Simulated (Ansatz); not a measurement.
For pyrite RuS₂, LDA (plane waves, PAW; Ansatz, a quantum-chemistry and plane-wave program) gives:

```
Item                                                             Result
---------------------------------------------------------  ------------
lattice constant a                                              5.550 Å
bulk modulus B0                                                 208 GPa
cohesive energy                                            6.28 eV/atom
band gap at the measured cell (atoms relaxed with PBEsol)       0.47 eV
```

Question: What does r²SCAN (PAW; Ansatz) give for the same quantities?

Answer: 
- lattice constant a: 5.632 Å (rises by 1.5 %)
- bulk modulus: 183 GPa (drops by 12 %)
- cohesive energy: 4.77 eV/atom (falls by 1.51 eV/atom)
- band gap at the measured cell (atoms relaxed with PBEsol): 0.69 eV (rises by 0.22 eV)

For comparison: lattice constant a 5.61 Å (measured, temperature not stated, no zero-point or thermal correction; as tabulated in Wikipedia's data pages).

Changes are worked out from the printed values.

Unless a cell is named, each level is at its own relaxed cell (LDA 14.24, r²SCAN 14.89 Å³/atom).

Levels without +SOC have no spin–orbit coupling; where heavier elements are present it shifts gaps, mostly down, and can invert bands. Density-functional gaps are differences of (generalised) Kohn–Sham levels.

The crystal itself was run without spin with LDA, r²SCAN; a magnetic state was not tried in these runs.

Ansatz's density-functional and Hartree–Fock values are scalar-relativistic unless marked +SOC, with PAW data made under PBE.
